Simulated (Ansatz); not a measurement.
Compare A (`C=C(O)C=N`) with its isomer B (`NC1=C(O)C1`).

Computed with Ansatz on PBE0-D4/def2-TZVP structures; ΔE is electronic, products minus reactants. CCSD(T)/CBS adds triple-zeta CCSD(T) − MP2 to the extrapolated MP2 energy (def2 sets, frozen cores). DFT in def2-TZVPP. B3LYP here is the variant with VWN-RPA as its local correlation; programs differ in this. One conformer a species, not always the lowest.

Problem. Which is lower in electronic energy at CCSD(T)/CBS, and by how much? (An estimate is asked.)

Solution. Ansatz gave: A, by 45.5 kcal/mol.

Problem. Give E(B) − E(A) in kcal/mol with CCSD/def2-TZVPP, B2PLYP, r2SCAN-D4, LDA (SPW92), BLYP-D4, MP2/def2-TZVPP, B3LYP. (An estimate is asked.)

Solution. Computed: CCSD/def2-TZVPP 45.6, B2PLYP 45.6, r2SCAN-D4 44.2, LDA (SPW92) 38.5, BLYP-D4 47.5, MP2/def2-TZVPP 42.9, B3LYP 45.5. None reverses the order clearly.

Problem. Does the order hold for the free energy at 298.15 K (harmonic terms from PBE0-D4)? (Best estimate.)

Solution. The calculation gave: Yes: G(B) − G(A) = +44.5 kcal/mol, for one conformer each.

Largest T1 diagnostic: 0.013.

From PBE to PBE0 (25 % exact exchange), in def2-TZVPP and without D4, E(B) − E(A) moves by −1.0 kcal/mol. Leaving LDA and LC-ωPBE aside and taking each functional with its dispersion term where it has one, the values spread over 7.3 kcal/mol, from PBE0-D4 to BLYP-D4. LDA lies −2.4 kcal/mol from PBE without D4.
